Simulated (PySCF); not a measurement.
## Which orbitals make which state

C2H5Al.
Geometry (PBE0-D3(BJ)/def2-SVP, Å), atoms numbered from 1 in this order:
```
atom  x, y, z in Å
C1    -1.282   -0.496    0.205
C2    -0.361    0.470    0.358
Al3    1.424    0.250   -0.383
H4    -1.062   -1.427   -0.335
H5    -2.302   -0.417    0.604
H6    -0.676    1.366    0.913
H7     1.722   -1.104   -1.166
H8     2.546    1.368   -0.221
```

Method used: TDDFT wB97X-D/def2-SVPD, vertical, gas phase, core orbitals frozen in the response in PySCF 2.14.0, density-fitted response routines.

Orbital energies (eV): HOMO-3 -12.59, HOMO-2 -10.30, HOMO-1 -10.02, HOMO -9.99, LUMO 0.03, LUMO+1 1.75, LUMO+2 2.07.

Q: Among the lowest singlets, which states do these configurations lead, and at what energies: HOMO-2→LUMO+2, HOMO-1→LUMO, HOMO-2→LUMO, HOMO-3→LUMO, HOMO-1→LUMO+2, HOMO→LUMO?

A: 

| state | leading configuration | weight | Δε (eV) | E (eV) | E − Δε (eV) | f | other configurations |
| --- | --- | --- | --- | --- | --- | --- | --- |
| S1 | HOMO-1→LUMO | 0.97 | 10.05 | 5.08 | -4.97 | 0.0015 | – |
| S2 | HOMO-2→LUMO | 0.97 | 10.33 | 5.46 | -4.87 | 0.0001 | – |
| S3 | HOMO→LUMO | 0.98 | 10.02 | 6.01 | -4.01 | 0.191 | – |
| S4 | HOMO-1→LUMO+2 | 0.88 | 12.09 | 6.94 | -5.14 | 0.011 | – |
| S7 | HOMO-3→LUMO | 0.71 | 12.62 | 7.90 | -4.72 | 0.035 | H-4→L (10%) |
| S9 | HOMO-2→LUMO+2 | 0.93 | 12.36 | 8.05 | -4.31 | 0.0036 | – |

E − Δε runs from -5.14 to -4.01 eV. By orbital difference alone the order would be S3, S1, S2, S4, S9, S7. Δε is the difference of the two orbital energies.

H and L stand for HOMO and LUMO. The other states: S5 7.69 eV, f 0.085, H→L+1 (58%), H→L+3 (29%); S6 7.79 eV, f 0.139, H→L+2 (46%), H-1→L+1 (28%), H-1→L+3 (19%); S8 8.03 eV, f 0.031, H-1→L+1 (48%), H→L+2 (33%); S10 8.17 eV, f 0.109, H-2→L+1 (43%), H-2→L+3 (30%).

Q: Which computed triplets share their leading configuration (75% or more) with a singlet, and how far apart are the partners?

A: 

```
configuration  triplet  E(T) (eV)  singlet  E(S) (eV)  E(S) − E(T) (eV)
  HOMO-1→LUMO       T2       4.68       S1       5.08             +0.40
  HOMO-2→LUMO       T3       5.13       S2       5.46             +0.32
```

The 4 triplets are Tamm–Dancoff values, the singlets full response.

Summed over the main configurations (up to three a state, each over 8%) of all 10 singlets, the electron leaves HOMO-1 with weight 2.79, HOMO with weight 2.63, HOMO-2 with weight 2.63 and HOMO-3 with weight 0.71.

All these states lie below the vertical ionisation energy of 10.40 eV (ΔSCF).
